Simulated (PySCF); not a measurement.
# H4N2: the cost of one run

Programs: PySCF 2.14.0, with density-fitted response routines of our own. Each step states its level of theory. These are calculated values for one molecule in the gas phase, unless marked as measured. Atoms count from 0, in the outputs and in this text.

### 1 The molecule as given

6 atoms, charge 0, multiplicity 1; geometry from: GFN2-xTB. The atoms were then displaced at random by about 0.01 Å, so the start is not that level's minimum.

Bonds of the start (Å): N0–N1 1.41, N0–H2 1.05, N0–H3 1.01, N1–H4 1.02, N1–H5 1.03.

### 2 Relaxing the molecule at PBE0-D3(BJ)/def2-TZVP

Job settings and geometry (Å):

```
{"job": {"xc": "PBE0", "basis": "def2-TZVP", "d3": "d3bj", "grid": 2, "shake": 0.01, "kind": "geom"}, "charge": 0, "multiplicity": 1}
N     -0.668740    -0.183390     0.253460
N      0.693570     0.159340     0.217190
H     -1.222120     0.699180     0.415830
H     -0.992720    -0.557260    -0.631490
H      1.216640    -0.698160     0.381820
H      0.997530     0.550270    -0.681470
```

The run is started by

```
$ OMP_NUM_THREADS=1 python probes_run.py task.json out
```

This one command runs all jobs of the session in turn.

Q: Estimate the wall time and peak memory of this first job on 1 thread of Intel Xeon Platinum 8488C, shared host.

About 15 s, with a peak of 0.38 GiB.
